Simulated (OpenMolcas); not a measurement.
# AlH2S (SMILES [AlH][SH]): methods side by side

AlH2S has 4 atoms, charge 0, and is taken as a doublet. As SMILES, `[AlH][SH]`. Geometry: a GFN2-xTB relaxation, a rough one for these elements and not checked as a minimum.

```xyz
4

Al    0.0204   -1.0177   -0.2871
S     0.9291    0.9979   -0.1091
H    -0.7808   -1.5874    0.9406
H    -0.1687    1.6072   -0.5445
```

Each level gives the energy change with the S2–H4 bond stretched from 1.329 to 1.993 Å (eV). The values are calculated.

| level | kind | program | value (eV) | less FCI/STO-3G | CPU time (all runs) |
| --- | --- | --- | --- | --- | --- |
| ROHF/STO-3G | Hartree–Fock | OpenMolcas | 3.62 | +1.29 | 4.9 s |
| USVWN5/STO-3G | LDA | OpenMolcas | 2.55 | +0.22 | 10 s |
| UPBE/STO-3G | GGA | OpenMolcas | 2.41 | +0.08 | 13 s |
| U-r2SCAN/STO-3G | meta-GGA | OpenMolcas | 2.64 | +0.31 | 17 s |
| UM06-2X/STO-3G | hybrid meta-GGA | OpenMolcas | 2.95 | +0.62 | 18 s |
| CASSCF(3,3)/STO-3G | multireference | OpenMolcas | 1.98 | -0.35 | 3.4 s |
| ROCCSD(T)/STO-3G | coupled cluster or CI | OpenMolcas | 2.34 | +0.01 | 5.4 s |
| FCI/STO-3G | exact in the basis | OpenMolcas | 2.33 | 0.00 | 11 s |

FCI/STO-3G is exact within its basis and frozen core, so for wave-function methods in that basis the difference is their error; functionals converge differently with the basis, so for them it is only a difference. The first shape isn't each level's own minimum. The values span 1.98 to 3.62 eV. All rows use very small basis sets, so even the best lies far from the true value. Times are those of the runs behind each value, whatever else they computed, on shared processors of several kinds: orders of magnitude only.
